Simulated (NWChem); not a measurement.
BF3; SMILES FB(F)F

Results from NWChem. Level Hartree-Fock/def2-SVP: optimisations from one semi-empirical or force-field start; each run changes one setting, and all end within 0.3 mHa of each other.

```
setting                                             optimisation steps
--------------------------------------------------  ------------------
redundant internal coordinates, default thresholds                   2
tight thresholds                                                     5
no line search                                                       2
trust radius 0.05                                                    2
symmetry off                                                         2
```
